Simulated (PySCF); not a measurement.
Z-matrix (Å, degrees):
```
C
O 1 1.3444
H 1 1.1246 2 115.45
H 1 1.1246 3 110.67 2 -133.49
H 1 1.1326 3 103.95 4 -111.04
```
Charge 0, spin multiplicity 2.

**Question.** What is the computed total energy, highest occupied spin orbital and dipole moment (TPSSh-D3(BJ)/def2-TZVP // PBE-D3(BJ)/def2-SVP in PySCF)?

**Answer.** 
```json
{
 "total_energy": "-3132.17 eV",
 "highest_occupied_spin_orbital": "-6.88 eV",
 "dipole_moment": "2.02 D"
}
```
